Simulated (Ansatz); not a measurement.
Wavefunction ladder for CH$_{2}$ClF (`FCCl`)

Z-matrix (Å, degrees):
```
C
F 1 1.355
Cl 1 1.766 2 110.5
H 1 1.089 2 109.3 3 -118.4
H 1 1.089 2 109.3 3 118.4
```

Charge 0, multiplicity 1. The geometry is a stationary point of PBE0-D4/def2-TZVP. Frozen core, restricted reference, Ansatz. CBS rows extrapolate triple and quadruple zeta.

```csv
basis,HF (Eh),MP2 corr.
def2-SVP,-597.70016,-0.45809
def2-TZVPP,-598.03291,-0.61094
def2-QZVPP,-598.05203,-0.66638
cc-pV(D+d)Z,-597.96958,-0.46511
cc-pV(T+d)Z,-598.03415,-0.61265
cc-pV(Q+d)Z,-598.04904,-0.66727
```

**Question.** Estimate the CCSD correlation energy and the (T) correction in each basis where they were run (hartree).

**Answer.** 
```tsv
basis	CCSD corr.	(T)
def2-SVP	-0.48543	-0.01000
def2-TZVPP	-0.63736	-0.02287
def2-QZVPP	-0.68734	-0.02696
CBS(def2)	-0.72436	-0.02998
cc-pV(D+d)Z	-0.49333	-0.01091
cc-pV(T+d)Z	-0.63855	-0.02308
cc-pV(Q+d)Z	-0.68825	-0.02691
CBS(cc)	-0.72363	-0.02964
```
